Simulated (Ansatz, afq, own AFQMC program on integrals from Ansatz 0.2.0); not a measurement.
**CH5Al, singlet in 6-31G, levels against CCSDT(Q)**

```yaml
atoms:
  - { symbol: Al, position_ang: [0.0000, 0.0002, 0.6566] }
  - { symbol: C, position_ang: [0.0000, -0.0066, -1.2942] }
  - { symbol: H, position_ang: [0.0000, 1.3841, 1.4409] }
  - { symbol: H, position_ang: [0.0000, -1.3526, 1.4928] }
  - { symbol: H, position_ang: [0.0000, -1.0105, -1.7238] }
  - { symbol: H, position_ang: [-0.8749, 0.5268, -1.6821] }
  - { symbol: H, position_ang: [0.8749, 0.5268, -1.6821] }
```

Basis 6-31G. Noble-gas cores (and the filled d shells of Ga–Kr and In–Xe) are frozen. Integrals, coupled cluster, full CI and functionals: Ansatz 0.2.0; the random walks run on the same integrals in our own AFQMC program. The CISD trial takes its coefficients from CCSD amplitudes. Released means that phaseless walkers are propagated on without the constraint, phases kept. Free AFQMC starts from the CCSD state and is never constrained. Its projection time is finite, and what remains of the start isn't in its error. ± is one standard error of the sampling.

Determinant: RHF, the one that the program's search chose, which needn't be the lowest solution. The geometry is a point of a scan.

No full CI on the walks' own integrals is used here; CCSDT(Q) serves as the reference and is uncertain by about the last step of the cluster series.

* T1 diagnostic: 0.0089
* weight of the determinant in the CISD state: 0.915
* size of the correlated space: 12 electrons in 26 orbitals

```tsv
level	correlation energy (eV)
MP2	-3.5670
CCSD	-4.3263
CCSD(T)	-4.4043
```

(1) Estimate where phaseless AFQMC with a CISD trial lies against CCSD(T) on the same integrals.

(1) 2.1 ± 0.6 kJ/mol below CCSD(T).

Reference: CCSDT(Q), correlation energy -4.422 eV. The released energy is read at 2.40 1/Eh (meV from the phaseless value at times in 1/Eh: 5 ± 7 at 0.24, 3 ± 5 at 0.51, 6 ± 5 at 0.99, 11 ± 6 at 1.62, -2 ± 6 at 2.40).

```json
{"level": "CCSD(T)", "E − E(reference) (kJ/mol)": "1.7", "share of correlation (%)": "99.60"}
{"level": "CCSDT", "E − E(reference) (kJ/mol)": "0.4", "share of correlation (%)": "99.90"}
{"level": "ph-AFQMC/HF", "E − E(reference) (kJ/mol)": "-2.7 ± 3.2", "share of correlation (%)": "100.63"}
{"level": "ph-AFQMC/CISD", "E − E(reference) (kJ/mol)": "-0.4 ± 0.6", "share of correlation (%)": "100.09"}
{"level": "released AFQMC", "E − E(reference) (kJ/mol)": "-0.5 ± 0.6", "share of correlation (%)": "100.13"}
{"level": "free AFQMC", "E − E(reference) (kJ/mol)": "-0.1 ± 0.7", "share of correlation (%)": "100.03"}
```

Free projections are given only where their last times agree within the noise and don't stop above the reference; a slow remainder of the start can still hide under it. A walk keeps the symmetry of its determinant, which the program's search chose and which needn't be the lowest solution, so a lower state of the same spin and another symmetry isn't excluded. Released energies are given only where the last usable release times agree within the noise; a slower fall can still hide under it.
